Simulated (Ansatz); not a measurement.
A run for Ansatz (a first-principles code): R-CCSD(T)/aug-cc-pVTZ on H2O (SMILES O) with ghost functions.

Ansatz 0.2 input:
```yaml
crystal:
  periodic: [false, false, false]
  atoms:
    - {symbol: O, position_ang: [-2.02727989, -0.03967253, 0.00604695]}
    - {symbol: H, position_ang: [-2.34727689, 0.86316347, -0.01538405]}
    - {symbol: H, position_ang: [-1.06756289, 0.05850847, 0.00132395]}
basis:
  gaussian:
    orbitals: aug-cc-pVTZ
    ghost_atoms:
      - {symbol: O, position_ang: [1.94957711, 0.03483647, -0.00574305]}
      - {symbol: H, position_ang: [2.32619811, -0.40354353, 0.76038195]}
      - {symbol: H, position_ang: [2.32184111, -0.44137653, -0.75114505]}
magnetization: {spin_polarized: false}
correlation: {method: ccsd_t, electrons: outside_noble_gas}
scf: {lower_state_search: off}
```

Question: Predict the final total energy.

Answer: -76.3424 hartree (reference determinant -76.0602, T1 diagnostic 0.010).

Question: How many basis functions does it have, and what does it roughly cost on one machine?

Answer: 184 functions; about 20 core-seconds (a rough figure).
